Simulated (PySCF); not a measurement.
Dissociation curve of Na2, singlet.

Levels: NEVPT2 = SC-NEVPT2 on CASSCF(2,2)/6-31G, all electrons correlated (PySCF 2.14.0); RKS-PBE0 = PySCF 2.14.0 with restricted PBE0/6-31G; UKS-BHandHLYP = PySCF with unrestricted BHandHLYP/6-31G; RCCSD(T) = CCSD(T) on RHF/6-31G, 2 core orbitals frozen in PySCF; UHF/6-31G (PySCF).

Energies are in mEh, each relative to the lowest point of its own curve near equilibrium.

```json
[
 {"R / Å": "2.34", "NEVPT2": "23.2", "RKS-PBE0": "17.4", "UKS-BHandHLYP": "15.8", "RCCSD(T)": "(withheld)", "UHF": "26.1"},
 {"R / Å": "2.48", "NEVPT2": "15.6", "RKS-PBE0": "10.5", "UKS-BHandHLYP": "9.3", "RCCSD(T)": "13.0", "UHF": "18.2"},
 {"R / Å": "2.64", "NEVPT2": "9.2", "RKS-PBE0": "5.2", "UKS-BHandHLYP": "4.3", "RCCSD(T)": "(withheld)", "UHF": "11.6"},
 {"R / Å": "2.77", "NEVPT2": "5.4", "RKS-PBE0": "2.4", "UKS-BHandHLYP": "1.8", "RCCSD(T)": "3.8", "UHF": "7.6"},
 {"R / Å": "2.95", "NEVPT2": "(withheld)", "RKS-PBE0": "0.4", "UKS-BHandHLYP": "0.2", "RCCSD(T)": "1.1", "UHF": "3.9"},
 {"R / Å": "3.04", "NEVPT2": "1.1", "RKS-PBE0": "0.0", "UKS-BHandHLYP": "0.0", "RCCSD(T)": "0.4", "UHF": "2.7"},
 {"R / Å": "3.10", "NEVPT2": "0.6", "RKS-PBE0": "0.0", "UKS-BHandHLYP": "0.1", "RCCSD(T)": "0.1", "UHF": "2.0"},
 {"R / Å": "3.22", "NEVPT2": "0.1", "RKS-PBE0": "0.3", "UKS-BHandHLYP": "0.6", "RCCSD(T)": "0.0", "UHF": "1.0"},
 {"R / Å": "3.27", "NEVPT2": "0.0", "RKS-PBE0": "0.6", "UKS-BHandHLYP": "1.0", "RCCSD(T)": "0.1", "UHF": "0.8"},
 {"R / Å": "3.38", "NEVPT2": "0.1", "RKS-PBE0": "1.4", "UKS-BHandHLYP": "2.0", "RCCSD(T)": "0.5", "UHF": "0.3"},
 {"R / Å": "3.56", "NEVPT2": "0.7", "RKS-PBE0": "3.4", "UKS-BHandHLYP": "4.2", "RCCSD(T)": "1.8", "UHF": "0.0"},
 {"R / Å": "3.84", "NEVPT2": "2.6", "RKS-PBE0": "(withheld)", "UKS-BHandHLYP": "8.5", "RCCSD(T)": "4.7", "UHF": "0.2"},
 {"R / Å": "4.18", "NEVPT2": "5.4", "RKS-PBE0": "12.8", "UKS-BHandHLYP": "13.4", "RCCSD(T)": "8.6", "UHF": "0.8"},
 {"R / Å": "4.62", "NEVPT2": "8.7", "RKS-PBE0": "20.0", "UKS-BHandHLYP": "18.0", "RCCSD(T)": "13.2", "UHF": "(withheld)"},
 {"R / Å": "5.16", "NEVPT2": "11.6", "RKS-PBE0": "28.1", "UKS-BHandHLYP": "21.5", "RCCSD(T)": "17.3", "UHF": "2.3"},
 {"R / Å": "5.63", "NEVPT2": "13.2", "RKS-PBE0": "34.0", "UKS-BHandHLYP": "23.1", "RCCSD(T)": "(withheld)", "UHF": "2.6"},
 {"R / Å": "6.26", "NEVPT2": "14.2", "RKS-PBE0": "40.4", "UKS-BHandHLYP": "24.3", "RCCSD(T)": "20.9", "UHF": "2.8"},
 {"R / Å": "6.79", "NEVPT2": "14.6", "RKS-PBE0": "44.5", "UKS-BHandHLYP": "24.7", "RCCSD(T)": "21.4", "UHF": "2.9"},
 {"R / Å": "7.56", "NEVPT2": "14.9", "RKS-PBE0": "48.7", "UKS-BHandHLYP": "25.0", "RCCSD(T)": "21.8", "UHF": "2.9"},
 {"R / Å": "8.46", "NEVPT2": "15.0", "RKS-PBE0": "51.9", "UKS-BHandHLYP": "25.1", "RCCSD(T)": "22.0", "UHF": "2.9"},
 {"R / Å": "9.42", "NEVPT2": "15.0", "RKS-PBE0": "53.8", "UKS-BHandHLYP": "25.1", "RCCSD(T)": "22.0", "UHF": "2.9"}
]
```

Fill in the missing entries.


- 2.34, RCCSD(T): 20.1
- 2.64, RCCSD(T): 7.1
- 2.95, NEVPT2: 2.1
- 3.84, RKS-PBE0: 7.3
- 4.62, UHF: 1.6
- 5.63, RCCSD(T): 19.4

The restricted form behind RKS-PBE0 keeps the bonding electrons paired and can't separate into open-shell fragments. The unrestricted determinant behind UKS-BHandHLYP is spin-contaminated at 4.18 to 9.42 Å (<S²> up to 1.0, against 0.00 for a pure singlet). The unrestricted determinant behind UHF is spin-contaminated at 2.34 to 9.42 Å (<S²> up to 1.0, against 0.00 for a pure singlet).
